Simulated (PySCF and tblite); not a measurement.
The numbers below are computed, except where a source is named.
C₃H₈O, numbered as in [CH3:1][CH2:2][O:3][CH3:4].

Conformers came from 90 starts (ETKDG and KDG, MMFF94s, GFN2-xTB); geometries are PBE0-D3(BJ)/def2-SVP. Free energies are PBE0-D3(BJ)/def2-TZVP single points with GFN2-xTB rigid-rotor and vibrational terms (modes under about 100 cm⁻¹ blended into free rotors). Symmetry numbers and mirror images are counted. Conformers within 4 kcal/mol (GFN2-xTB free energy) were kept, 5 at most. Run with PySCF (density fitting) and tblite.

Torsions listed: C1–C2–O3–C4. Of a mirror pair one member is shown.

```json
{"conformer": "1", "shape": "180°", "symmetry": "Cs", "E(GFN2) kcal/mol": "0.03"}
{"conformer": "2", "shape": "73°", "symmetry": "C1 (pair)", "E(GFN2) kcal/mol": "0.00"}
```

Question: Which of these conformers is the most populated at 298.15 K, and with what share?

Answer: Conformer 1, about 86 %.

Question: Give the DFT energies and free energies relative to the lowest, and all weights.

Answer: 
```tsv
conformer	shape	E(DFT) kcal/mol	G(298.15 K) kcal/mol	weight %
1	180°	0.00	0.00	85.8
2	73°	1.29	1.06	14.2
```

Question: How does its share change from 180 K to 400 K?

Answer: From 97 % to 77 %; the mixing entropy goes from 0.34 to 1.40 cal/(mol K).
